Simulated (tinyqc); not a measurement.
Worked calculation: UHF in the sto-6g basis, for H2O+, spin multiplicity 2. One step of it, computed by the program tinyqc.

Question. Iteration 1: building the Fock matrix. J_ij = sum D_kl (ij|kl) with D = D(alpha) + D(beta), K_ij = sum D_kl (ik|jl) for each spin; F = H + J - K(s); E = tr D H + tr D J / 2 - 0.5 sum_s tr D(s) K(s) + E_nn.

D(alpha) at the start:
```
            1O 1s      1O 2s    1O 2px     1O 2py     1O 2pz      2H 1s      3H 1s
1O 1s    1.058902  -0.258563  0.000000   0.000506  -0.009475   0.020888   0.022122
1O 2s   -0.258563   1.133266  0.000000  -0.003012   0.052683  -0.087414  -0.092677
1O 2px   0.000000   0.000000  1.000000   0.000000   0.000000   0.000000   0.000000
1O 2py   0.000506  -0.003012  0.000000   1.046752  -0.001903  -0.082017   0.085919
1O 2pz  -0.009475   0.052683  0.000000  -0.001903   1.035500  -0.067612  -0.071305
2H 1s    0.020888  -0.087414  0.000000  -0.082017  -0.067612   0.017133   0.004539
3H 1s    0.022122  -0.092677  0.000000   0.085919  -0.071305   0.004539   0.018919
```

D(beta) at the start:
```
            1O 1s      1O 2s    1O 2px     1O 2py     1O 2pz      2H 1s      3H 1s
1O 1s    1.058902  -0.258563  0.000000   0.000506  -0.009475   0.020888   0.022122
1O 2s   -0.258563   1.133266  0.000000  -0.003012   0.052683  -0.087414  -0.092677
1O 2px   0.000000   0.000000  0.000000   0.000000   0.000000   0.000000   0.000000
1O 2py   0.000506  -0.003012  0.000000   1.046752  -0.001903  -0.082017   0.085919
1O 2pz  -0.009475   0.052683  0.000000  -0.001903   1.035500  -0.067612  -0.071305
2H 1s    0.020888  -0.087414  0.000000  -0.082017  -0.067612   0.017133   0.004539
3H 1s    0.022122  -0.092677  0.000000   0.085919  -0.071305   0.004539   0.018919
```

core Hamiltonian H = T + V (hartree):
```
             1O 1s      1O 2s     1O 2px     1O 2py     1O 2pz      2H 1s      3H 1s
1O 1s   -32.700578  -7.225162   0.000000   0.000251  -0.010814  -0.641095  -0.686791
1O 2s    -7.225162  -8.926470   0.000000   0.002896  -0.128244  -1.694674  -1.791564
1O 2px    0.000000   0.000000  -7.204371   0.000000   0.000000   0.000000   0.000000
1O 2py    0.000251   0.002896   0.000000  -7.257655   0.001514  -0.989442   1.039187
1O 2pz   -0.010814  -0.128244   0.000000   0.001514  -7.250127  -0.942218  -0.989230
2H 1s    -0.641095  -1.694674   0.000000  -0.989442  -0.942218  -3.758534  -0.581561
3H 1s    -0.686791  -1.791564   0.000000   1.039187  -0.989230  -0.581561  -3.822073
```

Two-electron integrals (ij|kl) in chemists' order, unique and non-zero (hartree):
```
(11|11) 4.787491    (21|11) 0.675884    (21|21) 0.121505    (22|11) 1.117379
(22|21) 0.249212    (22|22) 0.817383    (31|31) 0.025762    (32|31) 0.039145
(32|32) 0.180664    (33|11) 1.117381    (33|21) 0.249212    (33|22) 0.817382
(33|33) 0.880663    (41|41) 0.025762    (42|41) 0.039145    (42|42) 0.180664
(43|43) 0.047461    (44|11) 1.117381    (44|21) 0.249212    (44|22) 0.817382
(44|33) 0.785741    (44|44) 0.880663    (51|51) 0.025762    (52|51) 0.039145
(52|52) 0.180664    (53|53) 0.047461    (54|54) 0.047461    (55|11) 1.117381
(55|21) 0.249212    (55|22) 0.817382    (55|33) 0.785741    (55|44) 0.785741
(55|55) 0.880663    (61|11) 0.063201    (61|21) 0.010907    (61|22) 0.021938
(61|33) 0.021893    (61|41) 0.000392    (61|42) 0.000773    (61|44) 0.021965
(61|51) 0.000363    (61|52) 0.000716    (61|54) 0.000067    (61|55) 0.021955
(61|61) 0.000998    (62|11) 0.181639    (62|21) 0.041216    (62|22) 0.153357
(62|33) 0.150685    (62|41) 0.002428    (62|42) 0.019184    (62|44) 0.154998
(62|51) 0.002249    (62|52) 0.017774    (62|54) 0.003995    (62|55) 0.154387
(62|61) 0.003733    (62|62) 0.038801    (63|31) 0.004190    (63|32) 0.024808
(63|43) 0.003807    (63|53) 0.003527    (63|63) 0.004965    (64|11) 0.106272
(64|21) 0.024419    (64|22) 0.096726    (64|33) 0.092671    (64|41) 0.005383
(64|42) 0.035696    (64|44) 0.102734    (64|51) 0.001106    (64|52) 0.010087
(64|54) 0.005796    (64|55) 0.094774    (64|61) 0.002293    (64|62) 0.029702
(64|64) 0.027362    (65|11) 0.098458    (65|21) 0.022623    (65|22) 0.089614
(65|33) 0.085857    (65|41) 0.001106    (65|42) 0.010087    (65|44) 0.088126
(65|51) 0.005214    (65|52) 0.034153    (65|54) 0.005909    (65|55) 0.094858
(65|61) 0.002125    (65|62) 0.027518    (65|64) 0.020751    (65|65) 0.024190
(66|11) 0.378076    (66|21) 0.087317    (66|22) 0.373270    (66|33) 0.360952
(66|41) 0.005431    (66|42) 0.060998    (66|44) 0.380837    (66|51) 0.005031
(66|52) 0.056513    (66|54) 0.018423    (66|55) 0.378021    (66|61) 0.007938
(66|62) 0.130901    (66|64) 0.113601    (66|65) 0.105248    (66|66) 0.774999
(71|11) 0.067723    (71|21) 0.011686    (71|22) 0.023502    (71|33) 0.023453
(71|41) -0.000420   (71|42) -0.000828   (71|44) 0.023532    (71|51) 0.000389
(71|52) 0.000768    (71|54) -0.000072   (71|55) 0.023521    (71|61) 0.001055
(71|62) 0.003879    (71|64) 0.002205    (71|65) 0.002213    (71|66) 0.008219
(71|71) 0.001145    (72|11) 0.192442    (72|21) 0.043658    (72|22) 0.162187
(72|33) 0.159364    (72|41) -0.002573   (72|42) -0.020244   (72|44) 0.163920
(72|51) 0.002384    (72|52) 0.018763    (72|54) -0.004222   (72|55) 0.163278
(72|61) 0.003836    (72|62) 0.032246    (72|64) 0.017403    (72|65) 0.022294
(72|66) 0.086416    (72|71) 0.004236    (72|72) 0.043144    (73|31) 0.004465
(73|32) 0.026352    (73|43) -0.004027   (73|53) 0.003732    (73|63) 0.003976
(73|73) 0.005558    (74|11) -0.111883   (74|21) -0.025705   (74|22) -0.101681
(74|33) -0.097392   (74|41) 0.005727    (74|42) 0.037811    (74|44) -0.108034
(74|51) -0.001169   (74|52) -0.010621   (74|54) 0.006131    (74|55) -0.099616
(74|61) -0.002166   (74|62) -0.017260   (74|64) -0.005728   (74|65) -0.011738
(74|66) -0.044033   (74|71) -0.002588   (74|72) -0.032834   (74|74) 0.030179
(75|11) 0.103699    (75|21) 0.023825    (75|22) 0.094243    (75|33) 0.090268
(75|41) -0.001169   (75|42) -0.010621   (75|44) 0.092667    (75|51) 0.005549
(75|52) 0.036196    (75|54) -0.006250   (75|55) 0.099794    (75|61) 0.002176
(75|62) 0.022209    (75|64) 0.011775    (75|65) 0.019045    (75|66) 0.064210
(75|71) 0.002398    (75|72) 0.030432    (75|74) -0.022821   (75|75) 0.026709
(76|11) 0.055435    (76|21) 0.012742    (76|22) 0.052374    (76|33) 0.051066
(76|41) 4.48e-06    (76|42) 0.000053    (76|44) 0.051828    (76|51) 0.000992
(76|52) 0.009795    (76|54) 0.000013    (76|55) 0.054229    (76|61) 0.001144
(76|62) 0.013931    (76|64) 0.009372    (76|65) 0.011109    (76|66) 0.053899
(76|71) 0.001225    (76|72) 0.014613    (76|74) -0.009732   (76|75) 0.011596
(76|76) 0.006865    (77|11) 0.386004    (77|21) 0.089139    (77|22) 0.380548
(77|33) 0.367722    (77|41) -0.005639   (77|42) -0.062976   (77|44) 0.388420
(77|51) 0.005226    (77|52) 0.058370    (77|54) -0.019184   (77|55) 0.385503
(77|61) 0.007832    (77|62) 0.083328    (77|64) 0.042666    (77|65) 0.062257
(77|66) 0.261358    (77|71) 0.008686    (77|72) 0.139461    (77|74) -0.120394
(77|75) 0.111588    (77|76) 0.053899    (77|77) 0.774999
```

nuclear repulsion = 6.41789729 hartree

Give: Coulomb J; exchange K(alpha); exchange K(beta); F(alpha); F(beta); total energy of this density.

Answer.

Coulomb J (hartree):
```
          1O 1s   1O 2s  1O 2px   1O 2py  1O 2pz   2H 1s    3H 1s
1O 1s   17.5187  3.1058  0.0000  -0.0001  0.0023  0.2811   0.3012
1O 2s    3.1058  7.9832  0.0000   0.0000  0.0013  1.4415   1.5250
1O 2px   0.0000  0.0000  7.9207   0.0000  0.0000  0.0000   0.0000
1O 2py  -0.0001  0.0000  0.0000   8.0145  0.0001  0.8940  -0.9399
1O 2pz   0.0023  0.0013  0.0000   0.0001  8.0143  0.8277   0.8706
2H 1s    0.2811  1.4415  0.0000   0.8940  0.8277  3.3702   0.4780
3H 1s    0.3012  1.5250  0.0000  -0.9399  0.8706  0.4780   3.4359
```

exchange K(alpha) (hartree):
```
         1O 1s    1O 2s  1O 2px   1O 2py  1O 2pz   2H 1s    3H 1s
1O 1s   4.9384   0.7944  0.0000   0.0000  0.0004  0.0781   0.0836
1O 2s   0.7944   1.4198  0.0000  -0.0001  0.0029  0.2191   0.2321
1O 2px  0.0000   0.0000  1.1803   0.0000  0.0000  0.0000   0.0000
1O 2py  0.0000  -0.0001  0.0000   1.1814  0.0001  0.1028  -0.1080
1O 2pz  0.0004   0.0029  0.0000   0.0001  1.1806  0.0947   0.0997
2H 1s   0.0781   0.2191  0.0000   0.1028  0.0947  0.0603   0.0367
3H 1s   0.0836   0.2321  0.0000  -0.1080  0.0997  0.0367   0.0669
```

exchange K(beta) (hartree):
```
         1O 1s    1O 2s  1O 2px   1O 2py  1O 2pz   2H 1s    3H 1s
1O 1s   4.9127   0.7553  0.0000   0.0000  0.0004  0.0739   0.0792
1O 2s   0.7553   1.2391  0.0000  -0.0001  0.0029  0.1943   0.2057
1O 2px  0.0000   0.0000  0.2997   0.0000  0.0000  0.0000   0.0000
1O 2py  0.0000  -0.0001  0.0000   1.1339  0.0001  0.0990  -0.1040
1O 2pz  0.0004   0.0029  0.0000   0.0001  1.1332  0.0911   0.0959
2H 1s   0.0739   0.1943  0.0000   0.0990  0.0911  0.0554   0.0327
3H 1s   0.0792   0.2057  0.0000  -0.1040  0.0959  0.0327   0.0613
```

F(alpha) (hartree):
```
           1O 1s    1O 2s   1O 2px   1O 2py   1O 2pz    2H 1s    3H 1s
1O 1s   -20.1203  -4.9138   0.0000   0.0002  -0.0089  -0.4381  -0.4692
1O 2s    -4.9138  -2.3631   0.0000   0.0030  -0.1298  -0.4722  -0.4986
1O 2px    0.0000   0.0000  -0.4640   0.0000   0.0000   0.0000   0.0000
1O 2py    0.0002   0.0030   0.0000  -0.4245   0.0016  -0.1983   0.2073
1O 2pz   -0.0089  -0.1298   0.0000   0.0016  -0.4164  -0.2092  -0.2183
2H 1s    -0.4381  -0.4722   0.0000  -0.1983  -0.2092  -0.4487  -0.1402
3H 1s    -0.4692  -0.4986   0.0000   0.2073  -0.2183  -0.1402  -0.4531
```

F(beta) (hartree):
```
           1O 1s    1O 2s  1O 2px   1O 2py   1O 2pz    2H 1s    3H 1s
1O 1s   -20.0946  -4.8746  0.0000   0.0002  -0.0089  -0.4339  -0.4648
1O 2s    -4.8746  -2.1825  0.0000   0.0030  -0.1298  -0.4474  -0.4723
1O 2px    0.0000   0.0000  0.4166   0.0000   0.0000   0.0000   0.0000
1O 2py    0.0002   0.0030  0.0000  -0.3771   0.0016  -0.1945   0.2033
1O 2pz   -0.0089  -0.1298  0.0000   0.0016  -0.3690  -0.2057  -0.2146
2H 1s    -0.4339  -0.4474  0.0000  -0.1945  -0.2057  -0.4437  -0.1362
3H 1s    -0.4648  -0.4723  0.0000   0.2033  -0.2146  -0.1362  -0.4475
```

total energy of this density = -74.437797 hartree
